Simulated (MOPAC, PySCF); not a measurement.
cyclo[20]carbon `C1#CC#CC#CC#CC#CC#CC#CC#CC#CC#C1`, neutral singlet in the gas phase. 

Cartesian coordinates (Å):
```xyz
20

C     -3.9032     1.3450    -0.0053
C     -3.3546     2.4403    -0.0058
C     -2.3671     3.3824    -0.0057
C     -1.2795     3.9460    -0.0051
C      0.0730     4.1277    -0.0039
C      1.2842     3.9444    -0.0025
C      2.4853     3.2964    -0.0005
C      3.3575     2.4362     0.0012
C      3.9483     1.2060     0.0029
C      4.1483    -0.0025     0.0044
C      3.9032    -1.3450     0.0055
C      3.3546    -2.4403     0.0060
C      2.3671    -3.3824     0.0058
C      1.2795    -3.9460     0.0049
C     -0.0731    -4.1277     0.0036
C     -1.2842    -3.9444     0.0023
C     -2.4853    -3.2965     0.0005
C     -3.3574    -2.4363    -0.0011
C     -3.9483    -1.2061    -0.0029
C     -4.1483     0.0025    -0.0043
```
Charge 0, multiplicity 1.

All levels are single points at this geometry (CAM-B3LYP-D3(BJ)/def2-SVP); Pople sets use spherical d functions. Orbital energies aren't observables, and empty levels follow the basis.

PM3 in MOPAC gives gap (eV) = 7.15.

**Question.** Estimate the gap (eV) from each of these levels: CAM-B3LYP-D3(BJ)/def2-SVP in PySCF; PBE-D3(BJ)/def2-SVP in PySCF; PBE0-D3(BJ)/def2-SVP in PySCF; B3LYP/6-31G* in PySCF; PBE/6-31G* in PySCF; HF/6-31G* in PySCF; AM1 in MOPAC; PM6 in MOPAC; PM7 in MOPAC.

**Answer.** 
```tsv
level	gap (eV)
CAM-B3LYP-D3(BJ)/def2-SVP in PySCF	4.60
PBE-D3(BJ)/def2-SVP in PySCF	1.25
PBE0-D3(BJ)/def2-SVP in PySCF	2.64
B3LYP/6-31G* in PySCF	2.35
PBE/6-31G* in PySCF	1.23
HF/6-31G* in PySCF	7.71
AM1 in MOPAC	7.14
PM6 in MOPAC	7.36
PM7 in MOPAC	7.16
```
